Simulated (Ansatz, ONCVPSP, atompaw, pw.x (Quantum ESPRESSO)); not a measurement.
## Which C potential is closest to all-electron in the diamond crystal?

All use PBE, scalar-relativistic, no spin, cutoffs from each file’s atomic test, pw.x 7.5; 13³ k-points, Fermi–Dirac smearing 0.01 Ry. Δ is the rms difference from all-electron LAPW of the E(V) curves that follow from fits to the pressures, over ±6 % in volume. Mesh and smearing are coarse and serve the comparison alone. The files are a selection: those with a ghost or negative overlap were mostly not run, and those with noisy or unconverged pressures or nearly equal Δ are left out.

All-electron: a0 = 3.572 Å (V0 = 5.69 Å³/atom), B0 = 433.5 GPa.

Q: Rank them by Δ, smallest first.
A. optimised norm-conserving Vanderbilt (ONCV), ONCVPSP 4.0.1.1 (patched build), PBE; core [He], reference 2s2 2p2; waves: 2s: rc 1.30 bohr, ncon 4, nbas 8, qcut 5.8 1/bohr, local; 2p: rc 2.25 bohr, ncon 4, nbas 7, qcut 6.8 1/bohr, 1 projector; d scattering state at 0.13 Ha: rc 1.90 bohr, ncon 4, nbas 8, qcut 4.5 1/bohr, 2 projectors, debl 0.4 Ha; local part: the s channel; core correction: Teter function, fcfact 3.75, rcfact 1.25.
B. optimised norm-conserving Vanderbilt (ONCV), ONCVPSP 4.0.1.1 (patched build), PBE; core [He], reference 2s2 2p2; waves: 2s: rc 1.20 bohr, ncon 4, nbas 9, qcut 6.8 1/bohr, 1 projector; 2p: rc 1.95 bohr, ncon 4, nbas 9, qcut 7.1 1/bohr, 2 projectors, debl 3.6 Ha; local part: polynomial inside 0.80 bohr (lpopt 5, dvloc0 0 Ha); core correction: none.
C. PAW, atompaw 4.2.0.5, PBE; core [He], reference 2s2 2p2; waves: 2s (bound); 2s channel at -0.05 Ry; 2p (bound); 2p channel at 2.25 Ry; 3d channel at 0.2 Ry; local part: troulliermartins scheme with l = 3 at -0.5 Ry, radius 1.90 bohr; core correction: smooth core density matched at 2.20 bohr; augmentation: sinc compensation charge, radius 1.85 bohr; PAW radius 2.55 bohr; waves and projectors: bloechl.

A: C (5.7 meV/atom), B (14.4 meV/atom), A (23.7 meV/atom).
